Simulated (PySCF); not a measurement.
Dipole moment and polarisability of `CCC#P`

C3H5P.
Numbering: `[CH3:1][CH2:2][C:3]#[P:4]` (hydrogens: H5, H6, H7 on C1; H8, H9 on C2)

Structure used (GFN2-xTB), in Å, numbered top down from 1:
```
atom  x, y, z in Å
C1    -0.9740   -0.3323    0.1355
C2     0.2092    0.5278   -0.3172
C3     1.4652   -0.0323    0.1215
P4     2.7918   -0.6697    0.6131
H5    -0.9948   -0.4057    1.2205
H6    -0.8932   -1.3367   -0.2745
H7    -1.9084    0.1093   -0.2029
H8     0.1057    1.5405    0.0893
H9     0.2120    0.6052   -1.4105
```

Level: B3LYP/def2-SVPD (PySCF), static field, nuclei fixed, core orbitals frozen in the response. The polarisability tensor in these axes (au):

```
x   81.98 -9.77  8.52
y   -9.77 53.48 -4.26
z    8.52 -4.26 51.01
```

Give the principal values, the mean and the anisotropy Δα = √{½[(α1 − α2)² + (α2 − α3)² + (α1 − α3)²]}.

Principal values 47.75, 51.28 and 87.43 au; mean 62.16 au = 9.21 Å³ = 10.25 × 10⁻⁴⁰ C²·m²/J; Δα = 38.04 au (61 % of the mean).

What is the dipole moment, and where does it point?

(-1.45, 0.55, -0.44) D, 1.61 D in size, pointing from the negative to the positive side. Measured along this direction, the outermost atoms are P4 at the negative end and H7 at the positive end.

Give the eigenvalues of the traceless quadrupole moment Θ = ½Σq(3rr − r²1), origin at the centre of nuclear charge.

-1.51, -0.52, 2.02 D·Å. The values depend on the origin, since the dipole doesn't vanish. The electronic extent ⟨r²⟩ about the same centre is 477 bohr², a root-mean-square distance of 1.87 Å for the 38 electrons.

What depolarisation ratio follows for Rayleigh scattering of linearly polarised light, taking the static tensor?

ρ = 3Δα²/(45ᾱ² + 4Δα²) = 4341.0/(173854 + 5788.0) = 0.0242.

Give the principal axes and the span of the nuclei along them.

Largest value along (0.92, -0.30, 0.25), where the nuclei span 4.77 Å; middle along (0.38, 0.80, -0.47), 2.50 Å; least along (-0.06, 0.53, 0.85), 1.77 Å. The response follows the extents in order.

Estimate the molar refractivity from the static electronic polarisability.

Lorentz–Lorenz: R = (4π/3)N_A α = 2.5225 cm³/(mol·Å³) × 9.21 Å³ = 23.2 cm³/mol, in the limit of long wavelengths.

In TDDFT the mean static polarisability is Σ f/ω² over all singlet excitations (ω in hartree). How much of it do the 8 lowest give? Their energies (eV) and oscillator strengths: 4.41, 0.0000; 4.68, 0.0010; 4.68, 0.0004; 6.68, 0.0174; 6.68, 0.1028; 7.24, 0.0188; 7.26, 0.0193; 7.35, 0.8074.

They add up to 13.65 au, 22.0 % of the 62.16 au; the largest single term is 11.07 au, from the state at 7.35 eV. Terms in order: 0.00, 0.04, 0.01, 0.29, 1.71, 0.27, 0.27, 11.07 au. Higher excitations give the rest. The strengths listed sum to 0.967.

Geometry: GFN2-xTB; no solvent, vibrations or thermal averaging.
